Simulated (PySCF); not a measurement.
**How the functional moves excitation energies**

Compound: cyclohexene, C6H10.
Bonds: C1–C2 (double), C2–C3, C3–C4, C4–C5, C5–C6, C1–C6. Hydrogens: H7 on C1; H8 on C2; H9, H10 on C3; H11, H12 on C4; H13, H14 on C5; H15, H16 on C6.

Linear-response calculations in the def2-SVPD basis (PySCF; singlets by full response, triplets Tamm–Dancoff, core orbitals frozen in the response; HF means time-dependent Hartree–Fock). 'Strongest' is the level of largest summed f among the singlets computed (10 roots, of which the last may lack a degenerate partner); it can jump between rows when another state enters that window. S1 is the lowest singlet of each run and needn't be the same state throughout; f(S1) is that of one state. Geometry: PBE0-D3(BJ)/def2-SVP, one conformer, isolated molecule.

| functional | kind | S1 (eV) | f(S1) | strongest (eV) | T1 (eV) | HOMO (eV) | gap (eV) | ionisation energy, ΔSCF (eV) |
| --- | --- | --- | --- | --- | --- | --- | --- | --- |
| CAM-B3LYP | range-separated hybrid | 6.60 | 0.028 | 7.08 | 4.29 | -8.17 | 9.54 | 9.01 |
| wB97X-D | range-separated hybrid | 6.83 | 0.068 | 7.19 | 4.41 | -8.69 | 10.98 | 8.95 |
| LC-wPBE | range-separated hybrid | 7.18 | 0.201 | 7.18 | 4.17 | -9.54 | 12.04 | 9.06 |

What does HF (Hartree–Fock) give?

S1 (eV) 7.11, f(S1) 0.091, strongest (eV) 7.34, T1 (eV) 3.71, HOMO (eV) -9.27, gap (eV) 12.11, ionisation energy, ΔSCF (eV) not settled. S1 runs from 6.60 eV (CAM-B3LYP) to 7.18 eV (LC-wPBE), a spread of 0.58 eV, while the orbital gap spreads over 2.6 eV. −ε(HOMO) comes closest to its own ΔSCF ionisation energy with wB97X-D (-0.26 eV) and misses most with CAM-B3LYP (-0.83 eV). 'Not settled' means that the ion's SCF failed to converge or may have ended in another state than the lowest.
